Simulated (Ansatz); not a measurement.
A nudged elastic band was laid between two geometries of AlH6NO (9 atoms, charge 0, multiplicity 1).

All numbers below come from Ansatz, RKS PBE-D4/6-31G*.

| Quantity | Value |
| --- | --- |
| movable images | 9 |
| climbing image | yes |
| spring | 5.0 eV/Å² |
| optimiser | quadratic models (default) |
| start path | through a guess of the saddle point |
| force threshold | 0.03 eV/Å |
| iteration limit | 60 |
| end points | relaxed |

Image 0:

```xyz
9
Properties=species:S:1:pos:R:3
Al -0.007 0.148 0.203
N -0.010 0.051 2.094
H -0.776 -0.436 2.567
H 0.856 -0.167 2.595
H 1.417 -0.003 -0.515
H -1.405 -0.287 -0.471
O -0.263 2.098 0.656
H -1.172 2.416 0.474
H -0.265 1.657 1.618
```

Image 10:

```xyz
9
Properties=species:S:1:pos:R:3
Al -0.131 0.491 0.102
N 0.020 0.140 2.146
H -0.754 -0.414 2.531
H 0.904 -0.288 2.444
H 1.353 0.055 -0.368
H -1.401 -0.418 -0.337
O -0.426 2.217 0.336
H -1.154 2.605 -0.179
H -0.037 1.087 2.545
```

Task: What changes between the two ends?

Result: Bonds broken: O7–H9. Bonds formed: N2–H9.

Task: Give the energies along the band, and the barrier.

Result: The run converged. The highest image is number 1 of 0 to 10, 0.002 eV above the first end and 0.762 eV above the last; the last end lies 0.760 eV below the first. The top lies less than 8 meV above the higher end, about what the thresholds resolve: that end is a shoulder or a very shallow well. A vibrational analysis at the climbing image gives one clearly imaginary mode, 312i cm⁻¹: a first-order saddle point. The orbitals stay closed-shell, which can raise the energy where a bond breaks towards radicals; this wasn't checked here.

| image | path coordinate (Å) | energy (eV) | O7–H9 (Å) | N2–H9 (Å) |
| --- | --- | --- | --- | --- |
| 0 | 0.00 | 0.000 | 1.06 | 1.69 |
| 1 | 0.15 | 0.002 | 1.11 | 1.54 |
| 2 | 0.34 | -0.049 | 1.26 | 1.35 |
| 3 | 0.52 | -0.270 | 1.45 | 1.18 |
| 4 | 0.70 | -0.508 | 1.66 | 1.08 |
| 5 | 0.89 | -0.628 | 1.87 | 1.05 |
| 6 | 1.07 | -0.687 | 2.04 | 1.04 |
| 7 | 1.25 | -0.723 | 2.19 | 1.03 |
| 8 | 1.44 | -0.745 | 2.32 | 1.03 |
| 9 | 1.62 | -0.757 | 2.44 | 1.03 |
| 10 | 1.81 | -0.760 | 2.51 | 1.03 |

Task: What is the geometry of the highest image?

Result: 
```xyz
9
Properties=species:S:1:pos:R:3
Al -0.013 0.172 0.169
N -0.019 0.087 2.085
H -0.785 -0.393 2.565
H 0.848 -0.115 2.591
H 1.419 -0.012 -0.524
H -1.404 -0.304 -0.489
O -0.258 2.077 0.671
H -1.161 2.418 0.504
H -0.253 1.548 1.648
```

The run took 2.8 min on 1 thread of Arm Neoverse V2, with other jobs on the host, peak memory 0.12 GiB.
